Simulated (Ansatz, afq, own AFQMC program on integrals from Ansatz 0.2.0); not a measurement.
SiH₄⁺, doublet: a scan with AFQMC

```xyz
5

Si    0.0000    0.0000    0.0000
H    -0.0112    1.0909    1.0838
H    -0.0168   -1.0838    1.0907
H     0.0168    1.0838   -1.0907
H     0.0112   -1.0909   -1.0838
```

The Si1–H3 distance is changed with both sides rigid. Energies in kJ/mol count from this geometry (1.538 Å) at the same level; the start stands on UHF, each point on the determinant named.

Basis 6-31G. Only valence electrons are correlated. Ansatz 0.2.0 and our own AFQMC program on the same integrals; the CISD trial comes from CCSD amplitudes, and released means the phaseless constraint is let go. ± is one standard error of the sampling.

Cautions, each for one point or more: the ph-AFQMC/CISD walk drifts between its halves; unrestricted determinant slightly spin contaminated.

```csv
r(Si1–H3) / Å,det.,T1,weight,⟨S²⟩,CCSD(T),ph-AFQMC/CISD,released AFQMC,FCI,CCSDT(Q),r2SCAN,wB97M-V
1.368,UHF,0.017,0.94,0.81,33.1,33.1 ± 0.1,33.1 ± 0.05,33.3,33.3,29.9,28.0
1.703,UHF,0.020,0.93,0.83,1.8,1.5 ± 0.1,1.5 ± 0.05,1.6,1.6,6.4,7.7
2.074,UHF,0.022,0.92,0.82,22.0,21.8 ± 0.1,–,21.8,21.8,44.1,44.7
2.880,UHF,0.009,0.93,0.75,14.0,14.4 ± 0.1,14.4 ± 0.06,14.6,14.6,77.2,60.3
4.252,UHF,0.008,0.93,0.75,11.9,12.3 ± 0.1,12.4 ± 0.05,12.5,12.5,87.9,64.9
```

Weight is that of the determinant in the CISD state; at the start T1 is 0.017 and the weight 0.93, and ⟨S²⟩ is 0.81. Symmetry can't show for every point that it stays on the start's state. A dash marks a missing value, a released energy that hasn't settled or a functional that sits on another state. Largest departures from full CI: CCSD(T) -0.6 kJ/mol at 4.252 (on UHF), ph-AFQMC/CISD -0.2 kJ/mol at 4.252 (on UHF) (within the noise), released AFQMC -0.2 kJ/mol at 2.880 (on UHF), CCSDT(Q) 0.0 kJ/mol at 4.252 (on UHF). The functionals aren't scored here. In this small basis the wave-function levels are far from their limit, so their gap to the functionals isn't the functionals' error.

Some points may be missing: those where a free walk finds a much lower state, and past Zn most of those on another determinant than at the start.

CCSDT and higher add their correlation energy to the determinant of the CCSD(T) run, since their own runs factorise the integrals more tightly (a shift of under 2 meV). A walk keeps the symmetry of its determinant, which the program's search chose and which needn't be the lowest solution, so a lower state of the same spin and another symmetry isn't excluded. Released energies are given only where the last usable release times agree within the noise; a slower fall can still hide under it.
